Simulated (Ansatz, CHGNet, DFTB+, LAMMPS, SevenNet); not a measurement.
How well does each level of theory give the elastic constant C12 of bcc W?

Reference value: 205 GPa (measured, 0 K, extrapolated to 0 K; zero-point effects included; as tabulated in Wang et al. (2022), arXiv:2209.12322).

| level (code) | value (GPa) | cell (Å³/atom) | difference (%) |
|---|---|---|---|
| MEAM library.meam-W (LAMMPS) | 203 | 15.85 | -1.0 |
| Morse jacobson2022 (LAMMPS) | 319 | 15.77 | +56 |
| GFN1-xTB as cut by DFTB+ | 197 | 17.16 | -3.9 |
| CHGNet 0.3.0 | 179 | 16.16 | -12.7 |
| SevenNet-l3i5 | 255 | 16.22 | +24 |
| LDA (Ansatz) | 220 | 15.41 | +7.3 |
| PBE (Ansatz) | 197 | 16.13 | -3.9 |
| PBEsol (Ansatz) | 210 | 15.69 | +2.4 |
| r²SCAN (Ansatz) | 202 | 15.91 | -1.5 |
| HSE06 (Ansatz) | 214 | 15.82 | +4.4 |

Leaving aside Morse jacobson2022 (doubt noted below): Once the reference is moved by up to 5.0 % (a margin picked here for doubts on the reference and the settings, and for temperature and zero-point motion) and values within 1.7 % count as equal, the nearest can be MEAM library.meam-W (-1.0 %), r²SCAN (-1.5 %), PBEsol (+2.4 %), GFN1-xTB as cut by DFTB+ (-3.9 %), PBE (-3.9 %) or HSE06 (+4.4 %). Among them SevenNet-l3i5 (+24 %) misses by most.

The reference isn't brought to a static lattice, while the calculations are for one, so the differences are not the levels' errors alone.  Density-functional levels without +SOC have no spin–orbit coupling. Morse jacobson2022: pair potentials favour close packing, so symmetry can be all that holds this lattice. GFN1-xTB as cut by DFTB+: the method was fitted mainly to molecules. GFN1-xTB as cut by DFTB+: codes differ in how they cut the long-range tail of xTB's charge interaction in a crystal, so the value belongs to this code. LDA, PBE, PBEsol, r²SCAN, HSE06: shear constants of such metals converge slowly with the k mesh. HSE06: hybrids on metals are sensitive to the k mesh. Each level is taken at its own relaxed cell. Cutoffs and k meshes differ between the levels. Ansatz's density-functional and Hartree–Fock values are scalar-relativistic unless marked +SOC, with PAW data made under PBE.

Empirical potentials (MEAM library.meam-W, Morse jacobson2022) are fitted to chosen data: where that held the value shown, agreement is built in, and what lay outside the fit can be far off. Machine-learned potentials (CHGNet 0.3.0, SevenNet-l3i5) are trained on DFT data: a solid inside that data is no test of them.

Differences are worked out from the printed values.

Ansatz is an electronic-structure program.
